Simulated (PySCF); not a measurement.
Run record: EPR job, `[BH3-]` [radical].

Computed with UKS B3LYP, pcH-1 on B H, non-relativistic, mean-field spin-orbit, GIAO (PySCF 2.14.0). Geometry: GFN2-xTB. A driver script takes a list of jobs; this job's settings line and coordinates (Å) are shown.

Input:
```
{"job": {"kind": "epr", "basis": "pcH-1"}, "charge": -1, "multiplicity": 2}
B      0.004272    -0.002939     0.274359
H      1.139908    -0.367970    -0.110249
H     -0.245924     1.173228    -0.080462
H     -0.888022    -0.797546    -0.106502
```

Output:
```
UKS, coarse grid
  cycle   1  E = -26.54966341  |g| = 2.40e-01
  cycle   2  E = -26.55483077  |g| = 2.41e-01
  cycle   3  E = -26.60228647  |g| = 7.03e-03
  cycle   4  E = -26.60233511  |g| = 2.33e-03
  cycle   5  E = -26.60234119  |g| = 6.57e-04
UKS, final grid
  cycle   1  E = -26.60233891  |g| = 3.19e-04
  cycle   2  E = -26.60233901  |g| = 2.35e-04
  cycle   3  E = -26.60233905  |g| = 7.83e-05
  cycle   4  E = -26.60233906  |g| = 1.66e-05
internal stability: stable
E = -26.60233906 Eh   <S^2> = 0.7520 (exact 0.7500)
g shifts (ppm)      1          2          3
  rmc           -64        -64        -64
  gc              7         13         13
  oz_so           1        185        185
  total         -57        133        134
hyperfine (MHz)  atom isotope    a_iso     a_fc   dipolar eigenvalues
    0   11B     208.31     208.31    -34.42    -34.41     68.83
    1    1H     -16.71     -16.71    -16.68      0.73     15.95
    2    1H     -16.73     -16.73    -16.67      0.72     15.95
    3    1H     -16.74     -16.74    -16.67      0.72     15.95
```

rmc, gc and oz_so are the mass-correction, gauge-correction and orbital-Zeeman/spin–orbit parts of the g shift along its three principal axes; a_iso is the isotropic hyperfine coupling and a_fc its Fermi-contact part. The program numbers atoms from 0.

**Question.** Get g_iso from the total shifts.

**Answer.** Their mean is 70 ppm; added to g_e = 2.002319 it gives 2.00239.

**Question.** How far is ⟨S²⟩ from the pure-spin value?

**Answer.** S = 0.5 gives S(S+1) = 0.75; the run has 0.7520, 0.0020 more.

Main results: ⟨S²⟩ 0.752; g_iso 2.0024.

Whether the extra electron is bound in the gas phase wasn't checked; a finite basis holds it in any case.

On one thread, Arm Neoverse V2, no GPU, on a shared host, this took 1.5 s wall.
Labels such as C1 count atoms from 1, the log's own numbers from 0.
